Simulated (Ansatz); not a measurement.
## Low-lying states of BF

Computed with Ansatz's Gaussian-basis code (development build). State-averaged CASSCF with equal weights; occupations are averaged over the states; levels count from the state that is lowest in CASSCF. CASSCF levels without dynamic correlation can be off by over 1 eV. Solutions may break the symmetry of the shape. No proof that the lowest CASSCF solution was found. The average may hold one member of a degenerate pair alone.

Geometry: bond length 1.2630 Å.

Basis cc-pVTZ, nonrelativistic, 2 orbitals frozen in the corrections; active space CAS(6,6). Averaged: 1 triplet, 1 quintet.

(1) Give the levels in order, with their spins.

Geometry: bond length 1.3893 Å.

Basis cc-pVTZ, nonrelativistic, 2 orbitals frozen in the corrections; active space CAS(6,6). Averaged: 1 singlet, 1 triplet.

(2) Give the levels in order, with their spins.

Answers

(1) 

| state | CASSCF (eV) |
| --- | --- |
| triplet | 0.000 |
| quintet | 9.040 |

Occupations: 1.98, 1.49, 1.00, 1.00, 0.51, 0.02.

(2) 

```csv
state,CASSCF (eV)
singlet,0.000
triplet,2.812
```

Occupations: 1.98, 1.98, 1.46, 0.54, 0.02, 0.02.
